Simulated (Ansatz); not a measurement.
Cartesian coordinates in Å:
```
B -0.1435 -0.8994 -0.6412
Al 0.1290 0.8083 0.5763
H 0.2148 -1.9973 -0.3134
H -0.6698 -0.8538 -1.7192
H -0.9793 1.2475 1.6340
H 1.4488 1.6946 0.4635
```

Charge 0, multiplicity 1.

(1) List the CAM-B3LYP/def2-TZVPP orbital energies in eV (Ansatz 0.2.0). (Estimate.)

## Answers

(1) The calculation gave: Occupied: -1526.15, -185.90, -114.22, -74.98, -74.75, -74.73, -15.77, -12.81, -11.31, -9.88, -8.87. Lowest empty: -1.21, -0.62, 2.05, 2.35, 3.12, 3.89, 3.91, 4.00.
